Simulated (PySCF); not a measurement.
**Potential energy of PO⁺ along the bond**

Set-up: PySCF, no relativity, basis sets P cc-pV(D+d)Z, O cc-pVDZ. Energies in eV from P⁺ + O in their ground configurations at the same level. State: ¹Σ⁺ (singlet), closed shell.

All columns are PW91. A positive dipole points towards O; it is taken about the centre of mass and depends on that origin.

```
R (Å)  E (eV)  μ (D)  Mulliken charge on P (basis-dependent)  HOMO (eV)  LUMO (eV)  Mayer bond order  ⟨S²⟩
1.232  -5.782  -2.78                                    0.95     -18.12     -11.50              2.69  0.00
1.289  -7.193  -2.87                                    0.96     -18.10     -11.75              2.67  0.00
1.346  -8.014  -2.97                                    0.98     -18.06     -11.98              2.66  0.00
1.389  -8.342  -3.04                                    0.99     -18.03     -12.16              2.65  0.00
1.432  -8.483  -3.11                                    1.01     -17.98     -12.32              2.63  0.00
1.475  -8.479  -3.17                                    1.02     -17.94     -12.48              2.62  0.00
1.532  -8.302  -3.25                                    1.04     -17.86     -12.68              2.61  0.00
1.604  -7.892  -3.35                                    1.05     -17.46     -12.91              2.60  0.00
1.690  -7.229  -3.45                                    1.06     -17.02     -13.14              2.60  0.00
1.804  -6.209  -3.56                                    1.06     -16.53     -13.40              2.60  0.00
```

A fit through these points gives, at Re = 1.451 Å, μ = -3.14 D and dμ/dR = -1.53 D/Å; the reduced mass is 10.55 u.

Q: How strong is the fundamental in the double-harmonic approximation, I = 42.26·(dμ/dR)²/μred km/mol?

A: I = 42.26·(-1.53)²/10.55 = 9.38 km/mol at PW91.

For an ion De counts to the pair picked by the measured ionisation energies or electron affinities, which need not be the lowest pair at this level.
